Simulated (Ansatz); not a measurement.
# Four-centre ligand exchange

Start structure (CH7ClSi, closed shell), relaxed at PBE0-D4/def2-TZVP:

Si1  (-0.992, -0.480, -0.269)
H2  (-0.144, -0.566, -1.499)
H3  (-1.470, -1.857, 0.024)
H4  (-2.160, 0.377, -0.602)
C5  (-0.009, 0.223, 1.153)
H6  (1.539, 0.281, -1.604)
Cl7  (2.654, 0.919, -1.551)
H8  (0.859, -0.402, 1.374)
H9  (-0.626, 0.278, 2.052)
H10  (0.350, 1.228, 0.921)
(Å)

The step: CH₆Si ([CH3][SiH3]) + HCl → CH₅ClSi ([CH3][SiH2][Cl]) + H₂; bonds formed: Si1–Cl7, H2–H6; bonds broken: Si1–H2, H6–Cl7. Computed with Ansatz 0.2.0 (basis: def2-TZVPP and def2-QZVPP); correlated methods freeze the cores. Extrapolation: Hartree–Fock as exp(−7.88 √X), correlation as X^−2.97. Energies below are by CCSD(T) at an estimated basis limit (MP2 extrapolated from triple and quadruple zeta, plus CCSD(T) − MP2 in triple zeta).

(1) What are the electronic barrier and the energy of the step, from the start structure to the end structure? (To be estimated.)

T1 diagnostic: at most 0.011.

Results:

(1) The calculation gives: Barrier 36.46 kcal/mol; step energy -18.69 kcal/mol (downhill); reverse barrier, their difference, 55.14 kcal/mol. Barrier and step energy count from the start structure, the reverse barrier from the end structure.

The saddle point: One imaginary mode of 776i cm⁻¹.
```tsv
pair	start (Å)	saddle (Å)	end (Å)
Si1–Cl7	4.11	2.54	2.06
H2–H6	1.89	0.89	0.75
Si1–H2	1.50	1.72	3.88
H6–Cl7	1.29	1.75	3.16
```

Zero-point energy (harmonic, PBE0-D4): ZPE is 43.34 kcal/mol at the start and 43.42 kcal/mol at the saddle, so the barrier goes from 36.46 to 36.53 kcal/mol.

Labels in which every atom is bracketed show which atoms are joined, not bond orders.

For scale, one of the runs: CCSD(T)/def2-TZVPP, 213 basis functions, launched by `ansatz run in.yaml --threads 4 --pin off --events-out ev --progress --plain --max-ram 9574MiB`. Time: 33 s of wall clock on 4 CPU threads of an Arm Neoverse V1; the host was shared. Peak host memory: 2.8 GiB.
